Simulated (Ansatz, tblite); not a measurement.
Cost and result up the ladder for (NaH)2 ring (Na2H2) (4 atoms). Charge 0, multiplicity 1. Geometry: PBE0-D4/def2-TZVP.

```xyz
4

Na    0.033   -1.227   -0.678
H     1.124   -0.503    0.964
Na   -0.033    1.228    0.678
H    -1.124    0.502   -0.964
```

Ansatz on 4 threads of Intel Xeon on a shared host; xTB runs through tblite on one thread. Times are rough, summed over both states, and most runs start from the orbitals of an earlier one. PBE0-D4/def2-TZVP serves as the yardstick here, not as an exact answer. The other state is a doublet.

The xTB rows come from tblite.

Run but left out: HF/def2-TZVPP, MP2/def2-TZVPP, CCSD/def2-TZVPP, CCSD(T)/def2-TZVPP (flagged by the program: other roots).

Raw xTB energies of ions are shifted by several eV.

```csv
level,functions,wall time,vertical IE (eV),difference from PBE0-D4/def2-TZVP (eV)
GFN2-xTB,10,0.007 s,12.00,4.90
GFN1-xTB,12,0.01 s,12.80,5.71
PBE-D4/def2-TZVP,76,2.5 s,6.98,-0.12
PBE0-D4/def2-TZVP,76,2.9 s,7.10,0.00
r2SCAN-D4/def2-TZVP (with forces),76,4.9 s,6.93,-0.17
```
